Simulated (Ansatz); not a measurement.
# Al₂H₂+ (doublet): wave-function methods side by side, def2-TZVPP

The task here is to estimate one member of a computed series from the others.

Method: def2-TZVPP, core rule «outside noble gas», up to 10 orbitals frozen; program: Ansatz 0.2.0, Gaussian basis.

The runs, in order: UHF; ROHF; CCSD(T) on UHF.

2 further runs of the same task are left out: 2 set aside as unsound or not needed.

## What is computed

The geometry is a PBE0/def2-TZVP stationary point (not a proven minimum) of the parent state, kept for this charge and spin.

4 atoms, charge 1, spin multiplicity 2.

Atoms are counted from 1 here; the program's logs count them from 0.

Bond lengths: Al1–Al2 2.634 Å, Al1–H3 1.617 Å, Al1–H4 1.823 Å, Al2–H4 1.894 Å. Angles: Al2–Al1–H3 148.7°, Al2–Al1–H4 46.0°, H3–Al1–H4 102.7°, Al1–Al2–H4 43.8°, Al1–H4–Al2 90.2°.

Set-up of the first run:

The input, in.yaml:

```yaml
crystal:
  periodic: [false, false, false]
  atoms:
    - {symbol: Al, position_ang: [0.000000, 0.092491, 1.264725]}
    - {symbol: Al, position_ang: [0.000000, -0.019298, -1.366900]}
    - {symbol: H, position_ang: [0.000000, -0.688202, 2.680370]}
    - {symbol: H, position_ang: [0.000000, -1.271083, 0.054761]}
basis:
  gaussian: {orbitals: def2-TZVPP}
total_charge: 1
magnetization: {spin_polarized: true, initial_magnetization: 1}
hamiltonian: {xc: hf}
output: {orbitals: {seedname: orbitals}}
```

Run with:

```bash
ansatz run in.yaml --threads 1 --pin off --events-out ev --progress --plain --max-ram 4096MiB --backend cpu
```

Among the steps run: UHF; ROHF; CCSD(T) on UHF.

One table of the session follows, with a row left open; its other results are not shown here.

It belongs to the step «Misses and costs». 

```
  method  from UCCSD(T) (kJ/mol)
    ROHF                  +393.7
     UHF                       ?
    UMP2                  +100.7
   UCCSD                   +11.3
UCCSD(T)                       0
```

Estimate the missing values for UHF.

As computed: from UCCSD(T) (kJ/mol): +375.3. In the column «from UCCSD(T) (kJ/mol)» it lies between UMP2 (+100.7) and ROHF (+393.7).
